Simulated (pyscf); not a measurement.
PySCF, gas phase, ωB97X-D3(BJ)/def2-SVP geometries.

What is the homolytic dissociation enthalpy (298 K, ωB97M-D3(BJ)/def2-TZVP) of the C–C bond of H₃C–CH=S (SMILES CC=S), to CH₃• + •HC=S?

C–C to CH₃• + •HC=S: 86.9 kcal/mol. The 7 functionals that were run give +79.9 (r²SCAN) to +87.6 kcal/mol (M06-2X). The radicals are drawn with the spin at the cut bond; how far it spreads was not checked.
